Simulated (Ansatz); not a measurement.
**SiPH+ (doublet): wave-function methods side by side, cc-pVDZ**

How much of the correlation energy of SiPH+ (doublet) does each wave-function method recover here?

Program: Ansatz 0.2.0, Gaussian basis. Level of theory: cc-pVDZ, core rule «outside noble gas», up to 10 orbitals frozen. These are calculated values, not measurements.

To be run: UHF; CCSD(T) on ROHF; CCSD(T) on UHF; BCCD(T) on ROHF; CISD; CCSDT(Q) on ROHF; CCSDT(Q) on UHF; CCSDTQ on ROHF; CCSDTQ on UHF; CASSCF and MRCISD+Q, 9 electrons in 9 orbitals; CASSCF and NEVPT2, 9 electrons in 9 orbitals.

4 further runs of the same task are left out: 4 set aside as unsound or not needed.

## 1. The system

The geometry is a PBE0/def2-TZVP stationary point (not a proven minimum) of the parent state, kept for this charge and spin.

3 atoms, charge 1, spin multiplicity 2.

Atoms are counted from 1 here; the program's logs count them from 0.

Bond lengths: Si1–P2 2.045 Å, P2–H3 1.492 Å. Angles: Si1–P2–H3 60.6°.

## 2. UHF

in.yaml

```yaml
crystal:
  periodic: [false, false, false]
  atoms:
    - {symbol: Si, position_ang: [0.000000, -0.009804, 1.076668]}
    - {symbol: P, position_ang: [0.000000, -0.032609, -0.968123]}
    - {symbol: H, position_ang: [0.000000, 1.275240, -0.250352]}
basis:
  gaussian: {orbitals: cc-pVDZ}
total_charge: 1
magnetization: {spin_polarized: true, initial_magnetization: 1}
hamiltonian: {xc: hf}
output: {orbitals: {seedname: orbitals}}
```

Run with:

```
$ ansatz run in.yaml --threads 1 --pin off --events-out ev --progress --plain --max-ram 4096MiB --backend cpu
```

After this run come: CCSD(T) on ROHF; CCSD(T) on UHF; BCCD(T) on ROHF; CISD; CCSDT(Q) on ROHF; CCSDT(Q) on UHF; CCSDTQ on ROHF; CCSDTQ on UHF; CASSCF and MRCISD+Q, 9 electrons in 9 orbitals; CASSCF and NEVPT2, 9 electrons in 9 orbitals.

Before running them: what should the planned runs give, taken together? Wanted: UCCSDTQ below the RHF energy; RMP2 from UCCSDTQ; UMP2 from UCCSDTQ; RCCSD from UCCSDTQ; RCCSD(T) from UCCSDTQ; UCCSD(T) from UCCSDTQ; RCCSDT(Q) from UCCSDTQ; UCCSDT(Q) from UCCSDTQ; NEVPT2 valence from UCCSDTQ.

The runs gave:

```
                         quantity                                          value
     UCCSDTQ below the RHF energy                                     -5.6564 eV
                RMP2 from UCCSDTQ                                  +105.0 kJ/mol
                UMP2 from UCCSDTQ                                  +132.1 kJ/mol
               RCCSD from UCCSDTQ                                   +37.8 kJ/mol
            RCCSD(T) from UCCSDTQ                                    +6.2 kJ/mol
            UCCSD(T) from UCCSDTQ                                    +7.5 kJ/mol
           RCCSDT(Q) from UCCSDTQ                                    +0.1 kJ/mol
           UCCSDT(Q) from UCCSDTQ                                    -0.3 kJ/mol
      NEVPT2 valence from UCCSDTQ                                   +88.0 kJ/mol
    MRCISD+Q valence from UCCSDTQ                                    +6.0 kJ/mol
levels within 1 kcal/mol (43 meV)  RCCSDT, UCCSDT, RCCSDT(Q), UCCSDT(Q), RCCSDTQ
                    T1 diagnostic                                          0.031
   effectively unpaired electrons                                           1.06
```

What this shows: RCCSD(T) lands +6.2 kJ/mol from the yardstick (1.1 % of the correlation energy). One determinant dominates. Of the multireference levels listed MRCISD+Q valence comes nearest in total energy (+6.0 kJ/mol), which doesn't show that its space is the better one. Coupled cluster took another determinant than the lowest Hartree-Fock one. These misses are within one basis, not against nature; the frozen cores of restricted and unrestricted runs differ, which can shift their rows.
